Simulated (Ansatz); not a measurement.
Start from `N#CCCl` and change one atom or group to get `CCC#N`.

Ansatz, PBE0-D4/def2-TZVP geometries, multiplicity 1. 

```
                                        property  `N#CCCl`
            HOMO–LUMO gap (PBE0/def2-TZVPP) / eV      8.37
             LUMO energy (B3LYP/def2-TZVPP) / eV     -1.16
size of the dipole moment (B3LYP/def2-TZVPP) / D      3.30
               LUMO energy (PBE/def2-TZVPP) / eV     -1.99
  zero-point energy (PBE0-D4/def2-TZVP) / kJ/mol      97.6
             HOMO energy (B3LYP/def2-TZVPP) / eV     -9.01
```

Problem. Give the same properties after the change, and the shifts. (Estimate.)

Solution. Computed: 
```json
{"property": "HOMO–LUMO gap (PBE0/def2-TZVPP) / eV", "`CCC#N`": "9.82", "shift": "1.45"}
{"property": "LUMO energy (B3LYP/def2-TZVPP) / eV", "`CCC#N`": "0.18", "shift": "1.34"}
{"property": "size of the dipole moment (B3LYP/def2-TZVPP) / D", "`CCC#N`": "4.10", "shift": "0.80"}
{"property": "LUMO energy (PBE/def2-TZVPP) / eV", "`CCC#N`": "-0.42", "shift": "1.57"}
{"property": "zero-point energy (PBE0-D4/def2-TZVP) / kJ/mol", "`CCC#N`": "195.6", "shift": "98.0"}
{"property": "HOMO energy (B3LYP/def2-TZVPP) / eV", "`CCC#N`": "-9.08", "shift": "-0.07"}
```

The zero-point energy changes by 98.0 kJ/mol with +9 modes. Dipoles are sizes alone; their direction can turn.

B3LYP here is the variant with VWN-RPA as its local correlation; programs differ in this.
